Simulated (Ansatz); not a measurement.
**Al₂H₂ (singlet): RPA-PBE over a scan of the angle Al2–Al1–H3, 6-31G**

How well do these functionals follow the top wave-function level for Al₂H₂ (singlet) over a scan of the angle Al2–Al1–H3?

The runs use Ansatz 0.2.0, Gaussian basis; 6-31G, all electrons in the functionals, frozen cores in the correlation of double hybrids and RPA.

To be run: RPA-PBE, at 72.4°; 85.4°; 101.6°; 120.2°; 124.1°; 142.1°; 161.9°; 180.0°.

## (1) What is computed

The geometry derives from a PBE0/def2-TZVP stationary point (not a proven minimum). One angle is set to the value named; bond lengths are kept.

4 atoms, charge 0, spin multiplicity 1.

Atoms are counted from 1 here; the program's logs count them from 0.

Bond lengths: Al1–Al2 2.635 Å, Al1–H3 1.622 Å, Al2–H4 1.622 Å. Angles: Al2–Al1–H3 120.2°, Al1–Al2–H4 120.2°.

No dispersion term is added.

The geometry shown and the zero of energy belong to the point 120.2°. The yardstick, FCI, and other wave-function levels (R restricted, U unrestricted, valence and pair active spaces) come from earlier runs.

## (2) RPA-PBE, 72.4°

Contents of in.yaml:

```yaml
crystal:
  periodic: [false, false, false]
  atoms:
    - {symbol: Al, position_ang: [0.000000, -0.684726, 1.152890]}
    - {symbol: Al, position_ang: [0.000000, 0.656296, -1.115026]}
    - {symbol: H, position_ang: [0.000000, 0.896116, 1.517737]}
    - {symbol: H, position_ang: [0.000000, -0.135091, -2.531317]}
basis:
  gaussian: {orbitals: 6-31G}
magnetization: {spin_polarized: true, initial_magnetization: 0}
hamiltonian: {xc: {name: PBE}}
correlation: {method: rpa, electrons: outside_noble_gas}
```

Launch:

```bash
> ansatz run in.yaml --threads 1 --pin off --events-out ev --progress --plain --max-ram 2393MiB
```

Further steps of the session: RPA-PBE, 85.4°; RPA-PBE, 101.6°; RPA-PBE, 120.2°; RPA-PBE, 124.1°; RPA-PBE, 142.1°; RPA-PBE, 161.9°; RPA-PBE, 180.0°.

Before running them: what should the planned runs give, taken together? Wanted: span of the FCI curve; largest miss, RPA-PBE.

As calculated:

```
             quantity                   value
span of the FCI curve           16.7 kcal/mol
largest miss, RPA-PBE  +1.7 kcal/mol (161.9°)
```

In words: RPA-PBE strays by up to 1.7 kcal/mol, at 161.9°. RPA-PBE clearly breaks the spin symmetry at some points (⟨S²⟩ up to 0.77 above the pure value), so energy there is bought with a mixed spin. Functionals and the yardstick converge differently with the basis, so part of each miss in 6-31G is the basis.
